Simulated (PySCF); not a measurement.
## Magnetisability: `CC=C=CCN`, C5H9N

Geometry (Å), atoms numbered from 1 in this order:
```xyz
15

C    -2.8209   -0.1228   -0.2967
C    -1.5868    0.7144   -0.4529
C    -0.4024    0.2380   -0.6856
C     0.7805   -0.2607   -0.8698
C     1.7379   -0.5866    0.2565
N     2.9067    0.2787    0.3008
H    -2.5954   -1.1748   -0.4517
H    -3.5798    0.1880   -1.0142
H    -3.2326    0.0062    0.7044
H    -1.7286    1.7854   -0.3664
H     1.1657   -0.4156   -1.8711
H     1.2222   -0.5020    1.2159
H     2.0960   -1.6148    0.1419
H     3.4117    0.2318   -0.5788
H     2.6213    1.2426    0.4399
```

Method used: GIAO BP86/pcSseg-0 magnetisability, non-relativistic, IEF-PCM acetone (PySCF). Geometry: GFN2-xTB.

How diamagnetic is it, and how anisotropic?

Isotropic -1001 × 10⁻³⁰ J/T², or -60.3 × 10⁻⁶ cm³/mol; principal values -1110, -983, -911 × 10⁻³⁰ J/T², anisotropy 175 × 10⁻³⁰ J/T² (root of half the summed squared differences of the principal values). The susceptibility is in cgs units.

Split it along the inertial axes a, b, c into diamagnetic and paramagnetic parts about the centre of mass, with the quadrupole moment.


| axis | χ (10⁻⁶ cm³/mol) | diamagnetic (10⁻⁶ cm³/mol) | paramagnetic (10⁻⁶ cm³/mol) | summed x² of all electrons (Å²) | quadrupole Θ (D Å) |
| --- | --- | --- | --- | --- | --- |
| a | -62.9 | -183.4 | 120.5 | 213.3 | -2.81 |
| b | -60.5 | -991.3 | 930.8 | 22.9 | +2.67 |
| c | -57.6 | -1002.1 | 944.5 | 20.3 | +0.14 |

Anisotropies 2χaa − χbb − χcc = -7.7 and 2χbb − χaa − χcc = -0.4 × 10⁻⁶ cm³/mol. Θ is traceless in Buckingham's convention.
